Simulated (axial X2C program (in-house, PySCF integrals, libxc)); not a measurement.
**Linear SiCN⁺ at several levels**

Aim: the two bond lengths and stretching wavenumbers of linear SiCN⁺, with and without spin–orbit coupling, at PBE0, HF, TPSSh, MP2.

Method: all-electron X2C, two-component (2c) or spin-free, Si dyall-v3z, C dyall-v3z, N dyall-av3z; program: an in-house X2C program for linear molecules on PySCF integrals.

All values are calculated.

1 further run of the same task is left out (set aside as unsound or not needed).

### 1 Set-up

File task.json:

```json
{"zs": [14, 6, 7], "q": 1, "bas": ["dyall-v3z", "dyall-v3z", "dyall-av3z"], "r0": [1.86, 1.16], "symm": 0, "scan": ["PBE0", "HF", "TPSSh"], "levels": ["PBE0", "HF", "BHandHLYP"], "nst": 2}
```

Keys: zs atomic numbers; q charge; bas basis sets; r0 starting distance in Å; symm equal bonds; scan levels of the two-bond scan (MP2 follows by itself at each HF point); levels methods; nst determinants followed.

On the command line:

```sh
python solin.py task.json out
```

Masses Si 27.977, C 12.000, N 14.003 u.

### 2 Scan at PBE0, 2c

State: Ω = 0 (all partner blocks equally filled). Energies above the lowest point, from the job's result record:

```csv
r(Si–C) (Å),r(C–N) (Å),E (meV)
1.7745,1.1339,73.66
1.7745,1.1630,25.76
1.7745,1.1921,74.70
1.8200,1.1339,47.19
1.8200,1.1630,0.00
1.8200,1.1921,49.57
1.8200,1.2212,179.12
1.8655,1.1339,67.17
1.8655,1.1630,20.68
1.8655,1.1921,70.85
1.9110,1.1630,79.19
1.9110,1.2212,260.41
```

A quadratic surface with cubic terms in each bond gives the minimum at 1.821 and 1.162 Å, force constants 3.57, 18.4 and coupling 0.07 mdyn/Å.

### 3 Scan at HF, 2c

State: Ω = 0 (all partner blocks equally filled). Energies above the lowest point, from the job's result record:

```
r(Si–C) (Å)  r(C–N) (Å)  E (meV)
     1.7745      1.1339    27.74
     1.7745      1.1630    80.08
     1.7745      1.1921   232.76
     1.8200      1.1339     0.00
     1.8200      1.1630    53.72
     1.8200      1.1921   207.68
     1.8200      1.2212   444.80
     1.8655      1.1339    21.17
     1.8655      1.1630    76.22
     1.8655      1.1921   231.42
     1.9110      1.1630   138.71
     1.9110      1.2212   534.38
```

A quadratic surface with cubic terms in each bond gives the minimum at 1.822 and 1.134 Å, force constants 3.75, 22.1 and coupling 0.15 mdyn/Å.

### 4 Scan at TPSSh, 2c

State: Ω = 0 (all partner blocks equally filled). Energies above the lowest point, from the job's result record:

```
r(Si–C) (Å)  r(C–N) (Å)  E (meV)
     1.7745      1.1339    95.36
     1.7745      1.1630    27.32
     1.7745      1.1921    55.05
     1.8200      1.1339    67.53
     1.8200      1.1630     0.00
     1.8200      1.1921    28.14
     1.8200      1.2212   135.27
     1.8655      1.1339    85.72
     1.8655      1.1630    18.67
     1.8655      1.1921    47.18
     1.9110      1.1630    74.72
     1.9110      1.2212   211.15
```

A quadratic surface with cubic terms in each bond gives the minimum at 1.823 and 1.168 Å, force constants 3.51, 17.5 and coupling 0.04 mdyn/Å.

### 5 The levels side by side

| level | r(Si–C) (Å) | r(C–N) (Å) | lower stretch (cm⁻¹) | upper stretch (cm⁻¹) |
| --- | --- | --- | --- | --- |
| PBE0, 2c | 1.821 | 1.162 | 652.4 | 2262.0 |
| HF, 2c | 1.822 | 1.134 | 672.3 | 2465.4 |
| TPSSh, 2c | 1.823 | 1.168 | 645.8 | 2209.8 |
| MP2, 2c | 1.815 | 1.189 | 659.1 | 2006.7 |
| PBE0, spin-free | 1.821 | 1.162 | 652.5 | 2262.0 |
| HF, spin-free | 1.821 | 1.134 | 672.4 | 2465.4 |
| TPSSh, spin-free | 1.823 | 1.168 | 645.8 | 2209.8 |
| MP2, spin-free | 1.815 | 1.189 | 659.1 | 2006.7 |

Scans not shown above were run alike.

**Reading.** Over the levels the Si–C bond spans 1.815 to 1.823 Å and the C–N bond 1.134 to 1.189 Å. At PBE0 spin–orbit coupling leaves both bonds unchanged to 0.001 Å. Each state is one determinant, the lowest of a limited PBE0 search; the stretches come from a fit to few points and are good to some per cent at best. The upper stretch spreads by more than a fifth over the levels, so it depends strongly on the method. MP2 freezes inner shells (threshold -2 hartree). The molecule was held linear; bending was not examined, so a bent shape may lie lower.
